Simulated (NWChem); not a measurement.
All runs are NWChem calculations. System: CHO, charge 0, spin multiplicity 2, at a geometry optimised with UPBE/def2-SVP. The structure started from a generated list of species. Its SCF solution wasn't tested for a lower state. Level: UHF/def2-TZVP.

The NWChem input:

```
start mol
memory heap 200 mb stack 900 mb global 1100 mb
geometry units angstroms nocenter noautoz
  C      0.496225    -0.324563     0.000000
  O     -0.559916     0.214446     0.000000
  H      1.501971     0.231809     0.000000
  symmetry group Cs
end
basis spherical
  * library def2-tzvp
end
scf
  uhf
  nopen 1
  maxiter 100
  thresh 1e-7
  semidirect memsize 60000000 filesize 0
  # guess.movecs holds the orbitals of an unrestricted PBE0 run
  vectors input guess.movecs output mol.movecs
end
task scf energy
```

Part of the output:

```
             Northwest Computational Chemistry Package (NWChem) 7.3.0
             --------------------------------------------------------

                                NWChem Input Module
                                -------------------

 Scaling coordinates for geometry "geometry" by  1.889725989
 (inverse scale =  0.529177249)

 Turning off AUTOSYM since
 SYMMETRY directive was detected!

                             Geometry "geometry" -> ""
                             -------------------------

 Output coordinates in angstroms (scale by  1.889725989 to convert to a.u.)

  No.       Tag          Charge          X              Y              Z
 ---- ---------------- ---------- -------------- -------------- --------------
    1 C                    6.0000     0.49622500    -0.32456300     0.00000000
    2 O                    8.0000    -0.55991600     0.21444600     0.00000000
    3 H                    1.0000     1.50197100     0.23180900     0.00000000

 Effective nuclear repulsion energy (a.u.)      26.2372809378

            Nuclear Dipole moment (a.u.)
            ----------------------------
        X                 Y               Z
 ---------------- ---------------- ----------------
    -0.0000132281    -0.0000018897     0.0000000000

      Symmetry information
      --------------------

 Group name             Cs
 Group number              2
 Group order               2
 No. of unique centers     3

      Symmetry unique atoms

     1    2    3


 Summary of "ao basis" -> "" (spherical)
 ------------------------------------------------------------------------------
       Tag                 Description            Shells   Functions and Types
 ---------------- ------------------------------  ------  ---------------------
 *                         def2-tzvp                  on all atoms

 Summary of "ao basis" -> "ao basis" (spherical)
 ------------------------------------------------------------------------------
       Tag                 Description            Shells   Functions and Types
 ---------------- ------------------------------  ------  ---------------------
 C                         def2-tzvp                11       31   5s3p2d1f
 O                         def2-tzvp                11       31   5s3p2d1f
 H                         def2-tzvp                 4        6   3s1p

                                 NWChem SCF Module
                                 -----------------

  ao basis        = "ao basis"
  functions       =    68
  atoms           =     3
  alpha electrons =     8
  beta  electrons =     7
  charge          =   0.00
  wavefunction    = UHF
  use symmetry    = T
  symmetry adapt  = T

 Summary of "ao basis" -> "ao basis" (spherical)
 ------------------------------------------------------------------------------
       Tag                 Description            Shells   Functions and Types
 ---------------- ------------------------------  ------  ---------------------
 C                         def2-tzvp                11       31   5s3p2d1f
 O                         def2-tzvp                11       31   5s3p2d1f
 H                         def2-tzvp                 4        6   3s1p

      Symmetry analysis of basis
      --------------------------

        a'         47
        a"         21

 Forming initial guess at       0.1s

   Symmetry analysis of molecular orbitals - initial alpha
   -------------------------------------------------------

  Numbering of irreducible representations:

     1 a'          2 a"

  Orbital symmetries:

     1 a'          2 a'          3 a'          4 a'          5 a'
     6 a'          7 a"          8 a'          9 a"         10 a'
    11 a'         12 a'         13 a"         14 a'         15 a'
    16 a'         17 a"         18 a'

   Symmetry analysis of molecular orbitals - initial beta
   ------------------------------------------------------

  Numbering of irreducible representations:

     1 a'          2 a"

  Orbital symmetries:

     1 a'          2 a'          3 a'          4 a'          5 a'
     6 a"          7 a'          8 a'          9 a"         10 a'
    11 a'         12 a"         13 a'         14 a'         15 a'
    16 a'         17 a"         18 a'

 Starting SCF solution at       0.1s

 ----------------------------------------------
         Quadratically convergent UHF

 Convergence threshold     :          1.000E-07
 Maximum no. of iterations :          100
 Integral*density screening:          1.000E-09
 ----------------------------------------------

              iter       energy          gnorm     gmax       time
             ----- ------------------- --------- --------- --------
                 1     -113.2832257810  4.45D-01  1.03D-01      0.4
                 2     -113.2942497909  8.94D-02  2.11D-02      0.4
                 3     -113.2954794322  6.09D-03  2.85D-03      0.5
                 4     -113.2955453014  3.95D-04  1.18D-04      0.7
                 5     -113.2955453797  4.25D-07  1.36D-07      1.0
                 6     -113.2955453797  5.69D-09  1.16D-09      1.1

       Final UHF  results
       ------------------

         Total SCF energy =   -113.295545379679
      One electron energy =   -206.507476012339
      Two electron energy =     66.974649694863
 Nuclear repulsion energy =     26.237280937797

                       Sz =      0.5000
                 Sz(Sz+1) =      0.7500
                      S^2 =      0.7666

        Time for solution =      1.1s

       Symmetry analysis of molecular orbitals - alpha
       -----------------------------------------------
[...]
    8   -0.3959
    9    0.1032
   10    0.1712
   11    0.2158
   12    0.2903
   13    0.3443
   14    0.3502
   15    0.5259
   16    0.5565
   17    0.6699
   18    0.6807

          Final beta eigenvalues
          ----------------------

              1
    1  -20.6094
    2  -11.3425
    3   -1.4280
    4   -0.7939
    5   -0.6619
    6   -0.5760
    7   -0.5248
    8    0.0807
    9    0.1231
   10    0.1859
   11    0.2197
   12    0.3607
   13    0.3615
   14    0.3620
   15    0.5291
   16    0.5933
   17    0.6683
   18    0.7071

                    UHF Final Alpha Molecular Orbital Analysis
                    ------------------------------------------

 Vector    6  Occ=1.000000D+00  E=-6.493094D-01  Symmetry=a'
              MO Center= -1.4D-01, -1.4D-01, -6.7D-15, r^2= 1.2D+00
   Bfn.  Coefficient  Atom+Function         Bfn.  Coefficient  Atom+Function
  ----- ------------  ---------------      ----- ------------  ---------------
    37      0.348351  2 O  px                40      0.293168  2 O  px
     7      0.245777  1 C  py                10      0.203132  1 C  py
     6     -0.153125  1 C  px

 Vector    7  Occ=1.000000D+00  E=-5.739514D-01  Symmetry=a"
              MO Center= -2.4D-01,  5.5D-02,  6.6D-15, r^2= 9.0D-01
   Bfn.  Coefficient  Atom+Function         Bfn.  Coefficient  Atom+Function
  ----- ------------  ---------------      ----- ------------  ---------------
    39      0.372875  2 O  pz                42      0.338042  2 O  pz
     8      0.228858  1 C  pz                11      0.211411  1 C  pz
    45      0.181969  2 O  pz

 Vector    8  Occ=1.000000D+00  E=-3.959418D-01  Symmetry=a'
              MO Center=  3.8D-01, -2.4D-01, -6.3D-15, r^2= 1.6D+00
   Bfn.  Coefficient  Atom+Function         Bfn.  Coefficient  Atom+Function
  ----- ------------  ---------------      ----- ------------  ---------------
    10     -0.308862  1 C  py                 7     -0.299385  1 C  py
    38      0.296629  2 O  py                 5      0.288001  1 C  s
    41      0.263901  2 O  py                65     -0.247453  3 H  s
    64     -0.240172  3 H  s                  4      0.231774  1 C  s
    44      0.223283  2 O  py                13     -0.150760  1 C  py

 Vector    9  Occ=0.000000D+00  E= 1.031880D-01  Symmetry=a"
              MO Center=  4.2D-01, -2.7D-01,  6.5D-13, r^2= 2.3D+00
   Bfn.  Coefficient  Atom+Function         Bfn.  Coefficient  Atom+Function
  ----- ------------  ---------------      ----- ------------  ---------------
    14      0.766922  1 C  pz                45     -0.496417  2 O  pz
     8      0.275653  1 C  pz                11      0.262480  1 C  pz
    39     -0.263459  2 O  pz                42     -0.203821  2 O  pz

 Vector   10  Occ=0.000000D+00  E= 1.711506D-01  Symmetry=a'
              MO Center=  1.9D+00,  3.1D-01, -6.0D-13, r^2= 3.2D+00
   Bfn.  Coefficient  Atom+Function         Bfn.  Coefficient  Atom+Function
  ----- ------------  ---------------      ----- ------------  ---------------
    65      2.905831  3 H  s                  5     -1.360795  1 C  s
    12     -0.974004  1 C  px                13     -0.729628  1 C  py
    64     -0.454578  3 H  s                  4     -0.330381  1 C  s
    44      0.274601  2 O  py                36     -0.182934  2 O  s
     6     -0.159789  1 C  px

 Vector   11  Occ=0.000000D+00  E= 2.157658D-01  Symmetry=a'
              MO Center=  1.4D-01, -1.9D-02,  4.0D-14, r^2= 5.0D+00
   Bfn.  Coefficient  Atom+Function         Bfn.  Coefficient  Atom+Function
  ----- ------------  ---------------      ----- ------------  ---------------
    36      3.176453  2 O  s                  5     -2.591880  1 C  s
    12      1.490393  1 C  px                13     -1.003946  1 C  py
    43      0.825766  2 O  px                 4     -0.708911  1 C  s
     9      0.587647  1 C  px                65      0.383370  3 H  s
    44     -0.362670  2 O  py                10     -0.286628  1 C  py

                     UHF Final Beta Molecular Orbital Analysis
                     -----------------------------------------

 Vector    5  Occ=1.000000D+00  E=-6.618689D-01  Symmetry=a'
              MO Center=  8.8D-02,  1.4D-01, -6.2D-16, r^2= 1.4D+00
   Bfn.  Coefficient  Atom+Function         Bfn.  Coefficient  Atom+Function
  ----- ------------  ---------------      ----- ------------  ---------------
     6      0.292440  1 C  px                37     -0.251808  2 O  px
    38      0.217290  2 O  py                 9      0.211204  1 C  px
    40     -0.203286  2 O  px                41      0.185916  2 O  py
    64      0.153014  3 H  s

 Vector    6  Occ=1.000000D+00  E=-5.759883D-01  Symmetry=a"
              MO Center= -3.0D-01,  8.8D-02, -1.1D-15, r^2= 8.5D-01
   Bfn.  Coefficient  Atom+Function         Bfn.  Coefficient  Atom+Function
  ----- ------------  ---------------      ----- ------------  ---------------
    39      0.391246  2 O  pz                42      0.354992  2 O  pz
     8      0.200569  1 C  pz                45      0.196179  2 O  pz
    11      0.179941  1 C  pz

 Vector    7  Occ=1.000000D+00  E=-5.248413D-01  Symmetry=a'
              MO Center= -2.2D-01, -5.9D-02, -3.5D-16, r^2= 1.1D+00
   Bfn.  Coefficient  Atom+Function         Bfn.  Coefficient  Atom+Function
  ----- ------------  ---------------      ----- ------------  ---------------
    38      0.297960  2 O  py                41      0.270618  2 O  py
    37      0.234627  2 O  px                40      0.207544  2 O  px
     7      0.176329  1 C  py                 4     -0.167287  1 C  s
    44      0.167508  2 O  py

 Vector    8  Occ=0.000000D+00  E= 8.069505D-02  Symmetry=a'
              MO Center=  7.4D-01, -4.1D-01, -4.0D-15, r^2= 2.6D+00
   Bfn.  Coefficient  Atom+Function         Bfn.  Coefficient  Atom+Function
  ----- ------------  ---------------      ----- ------------  ---------------
     5      1.269668  1 C  s                 65     -1.049271  3 H  s
    44      0.295881  2 O  py                12      0.263269  1 C  px
    13     -0.258374  1 C  py                 7     -0.206697  1 C  py
    38      0.203018  2 O  py                41      0.189232  2 O  py
    10     -0.153040  1 C  py

 Vector    9  Occ=0.000000D+00  E= 1.231048D-01  Symmetry=a"
              MO Center=  5.1D-01, -2.8D-01,  1.8D-14, r^2= 2.5D+00
   Bfn.  Coefficient  Atom+Function         Bfn.  Coefficient  Atom+Function
  ----- ------------  ---------------      ----- ------------  ---------------
    14      0.853896  1 C  pz                45     -0.492057  2 O  pz
     8      0.263852  1 C  pz                39     -0.241078  2 O  pz
    11      0.217352  1 C  pz                42     -0.182453  2 O  pz

 Vector   10  Occ=0.000000D+00  E= 1.859057D-01  Symmetry=a'
              MO Center=  1.7D+00,  1.2D-01,  2.0D-14, r^2= 3.7D+00
   Bfn.  Coefficient  Atom+Function         Bfn.  Coefficient  Atom+Function
  ----- ------------  ---------------      ----- ------------  ---------------
    65      2.673561  3 H  s                  5     -0.939246  1 C  s
    12     -0.867477  1 C  px                13     -0.756516  1 C  py
    64     -0.554879  3 H  s                  4     -0.398164  1 C  s
    44      0.329887  2 O  py                36     -0.239840  2 O  s

 center of mass
 --------------
 x =  -0.09691309 y =  -0.01505700 z =   0.00000000

 moments of inertia (a.u.)
 ------------------
           7.327708362374          12.549321509947           0.000000000000
          12.549321509947          36.305797862270           0.000000000000
           0.000000000000           0.000000000000          43.633506224645

  Mulliken analysis of the total density
  --------------------------------------

    Atom       Charge   Shell Charges
 -----------   ------   -------------------------------------------------------
    1 C    6     5.85   0.86  1.12  0.55  0.68  0.18  1.07  1.01  0.22  0.04  0.10  0.01
    2 O    8     8.30   0.79  1.18  0.59  0.95  0.32  1.81  1.90  0.70  0.00  0.03  0.00
    3 H    1     0.85   0.24  0.47  0.12  0.02

  Mulliken analysis of the alpha density
  --------------------------------------

    Atom       Charge   Shell Charges
 -----------   ------   -------------------------------------------------------
    1 C    6     3.24   0.43  0.56  0.31  0.37  0.11  0.65  0.61  0.13  0.02  0.05  0.01
    2 O    8     4.23   0.40  0.59  0.30  0.48  0.16  0.97  0.99  0.33  0.00  0.02  0.00
    3 H    1     0.53   0.14  0.30  0.08  0.01

   Mulliken analysis of the beta density
   -------------------------------------

    Atom       Charge   Shell Charges
 -----------   ------   -------------------------------------------------------
    1 C    6     2.61   0.43  0.56  0.25  0.31  0.07  0.43  0.40  0.09  0.02  0.05  0.01
    2 O    8     4.06   0.40  0.59  0.29  0.47  0.16  0.85  0.91  0.37  0.00  0.02  0.00
    3 H    1     0.33   0.10  0.18  0.04  0.01

   Mulliken analysis of the spin density
   -------------------------------------

    Atom       Charge   Shell Charges
 -----------   ------   -------------------------------------------------------
    1 C    6     0.63   0.00 -0.00  0.06  0.06  0.04  0.22  0.22  0.04  0.00 -0.00 -0.00
    2 O    8     0.17   0.00 -0.00  0.01  0.01 -0.00  0.12  0.07 -0.04  0.00 -0.00 -0.00
    3 H    1     0.20   0.05  0.12  0.03  0.00

       Multipole analysis of the density wrt the origin
       ------------------------------------------------

     L   x y z        total         alpha         beta         nuclear
     -   - - -        -----         -----         ----         -------
     0   0 0 0     -0.000000     -8.000000     -7.000000     15.000000

     1   1 0 0      0.849371     -0.078059      0.927443     -0.000013
     1   0 1 0     -0.019980      0.393417     -0.413395     -0.000002
     1   0 0 1      0.000000      0.000000      0.000000      0.000000

     2   2 0 0     -7.838498    -16.576302    -13.550636     22.288440
     2   1 1 0      0.497863      3.444943      2.690706     -5.637786
     2   1 0 1      0.000000     -0.000000      0.000000      0.000000
     2   0 2 0     -9.076913     -7.780452     -5.059217      3.762755
     2   0 1 1     -0.000000     -0.000000     -0.000000      0.000000
     2   0 0 2     -8.156606     -4.392859     -3.763748      0.000000

 Task  times  cpu:        1.2s     wall:        1.2s

 Total times  cpu:        1.2s     wall:        1.2s
```
